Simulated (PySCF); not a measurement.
Converging SiF⁺ in the basis (CCSD(T))

PySCF, RHF reference; singlet, unpaired electrons none; De to Si⁺ + F without counterpoise correction. Frozen cores follow the default of each basis and core potential.

```
      basis     relativity  functions  Re (Å)  ωe (cm⁻¹)  De (eV)  frozen orbitals
     STO-3G  no relativity         14   1.566       1042      n/a                6
 6-31G(d,p)  no relativity         32   1.561       1044     6.41                6
def2-TZVPPD  no relativity         88   1.539       1039     6.72                6
```

(1) How does each smaller set differ from the one with most functions, def2-TZVPPD?

Correlated steps freeze 6 core orbitals. Correlated levels converge slowly with the basis: in double zeta they bind strong bonds too weakly, by up to about 1 eV, and carry superposition errors of some tenths. For an ion De counts to the pair picked by the measured ionisation energies or electron affinities, which need not be the lowest pair at this level. Where the molecule has an RHF reference, its open-shell atoms are computed with UHF. The CCSD T1 diagnostic is raised in SiF⁺, a sign that a single reference may not be enough there. STO-3G is very small, so such numbers show the basis as much as the molecule.

Answers

(1) STO-3G: +2.7 pm, +0.3 % in ωe; 6-31G(d,p): +2.2 pm, +0.5 % in ωe, -0.31 eV in De. All at CCSD(T); the set with most functions is neither the basis-set limit nor always the best.
